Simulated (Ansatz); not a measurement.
A nudged elastic band was laid between two geometries of AlH₅S (7 atoms, charge 0, multiplicity 1).

The calculation used RKS PBE-D4/def2-SVP in Ansatz 0.2.0.

| Quantity | Value |
| --- | --- |
| movable images | 7 |
| climbing image | yes |
| spring | 5.0 eV/Å² |
| optimiser | quadratic models (default) |
| start path | through a guess of the saddle point |
| force threshold | 0.05 eV/Å |
| iteration limit | 60 |
| end points | relaxed |

First end point:

```xyz
7
Properties=species:S:1:pos:R:3
Al -0.039 0.077 -0.008
H -0.561 0.563 1.436
H 1.523 0.239 -0.356
H -1.104 -0.051 -1.207
S 0.089 -2.464 0.470
H -1.132 -2.609 1.060
H 0.724 -2.400 1.675
```

Last end point:

```xyz
7
Properties=species:S:1:pos:R:3
Al 0.113 -0.690 -0.256
H 0.046 0.328 1.913
H 1.515 0.041 -0.457
H -1.309 -0.013 -0.513
S 0.207 -2.859 0.168
H -1.147 -3.016 0.169
H 0.075 -0.434 2.046
```

Problem. What changes between the two ends?

Solution. Bonds broken: Al1–H2, S5–H7. Bonds formed: H2–H7. AlH5S becomes AlH3S + H2.

Problem. What energy profile does the band end with?

Solution. It converged. The highest image is number 4 of 0 to 8, 7.5 kcal/mol above the first end and 18.0 kcal/mol above the last; the last end lies 10.5 kcal/mol below the first. A vibrational analysis at the climbing image gives one clearly imaginary mode, 758i cm⁻¹: a first-order saddle point. The orbitals stay closed-shell, which can raise the energy where a bond breaks towards radicals; this wasn't checked here.

```json
{"image": "0", "path coordinate (Å)": "0.00", "energy (kcal/mol)": "0.0", "Al1–H2 (Å)": "1.61", "S5–H7 (Å)": "1.36", "H2–H7 (Å)": "3.24"}
{"image": "1", "path coordinate (Å)": "0.53", "energy (kcal/mol)": "0.2", "Al1–H2 (Å)": "1.61", "S5–H7 (Å)": "1.36", "H2–H7 (Å)": "3.03"}
{"image": "2", "path coordinate (Å)": "1.07", "energy (kcal/mol)": "1.3", "Al1–H2 (Å)": "1.61", "S5–H7 (Å)": "1.36", "H2–H7 (Å)": "2.52"}
{"image": "3", "path coordinate (Å)": "1.60", "energy (kcal/mol)": "4.1", "Al1–H2 (Å)": "1.63", "S5–H7 (Å)": "1.39", "H2–H7 (Å)": "1.86"}
{"image": "4", "path coordinate (Å)": "2.13", "energy (kcal/mol)": "7.5", "Al1–H2 (Å)": "1.71", "S5–H7 (Å)": "1.59", "H2–H7 (Å)": "1.22"}
{"image": "5", "path coordinate (Å)": "2.55", "energy (kcal/mol)": "0.1", "Al1–H2 (Å)": "1.90", "S5–H7 (Å)": "2.00", "H2–H7 (Å)": "0.88"}
{"image": "6", "path coordinate (Å)": "2.96", "energy (kcal/mol)": "-7.6", "Al1–H2 (Å)": "2.15", "S5–H7 (Å)": "2.42", "H2–H7 (Å)": "0.79"}
{"image": "7", "path coordinate (Å)": "3.37", "energy (kcal/mol)": "-10.0", "Al1–H2 (Å)": "2.32", "S5–H7 (Å)": "2.78", "H2–H7 (Å)": "0.78"}
{"image": "8", "path coordinate (Å)": "3.78", "energy (kcal/mol)": "-10.5", "Al1–H2 (Å)": "2.40", "S5–H7 (Å)": "3.07", "H2–H7 (Å)": "0.78"}
```

Problem. What is the geometry of the highest image?

Solution. 
```xyz
7
Properties=species:S:1:pos:R:3
Al 0.100 -0.232 -0.071
H -0.132 -0.045 1.615
H 1.570 0.234 -0.468
H -1.263 -0.013 -0.871
S 0.269 -2.567 0.679
H -1.078 -2.769 0.644
H 0.034 -1.250 1.542
```

Problem. What are the harmonic wavenumbers there?

Solution. 758i, 283, 342, 426, 584, 675, 710, 746, 977, 1189, 1338, 1655, 1885, 1909, 2621 cm⁻¹.

Time of the run: 2 min on 1 thread of Arm Neoverse V1, with other jobs on the host, peak memory 0.11 GiB.
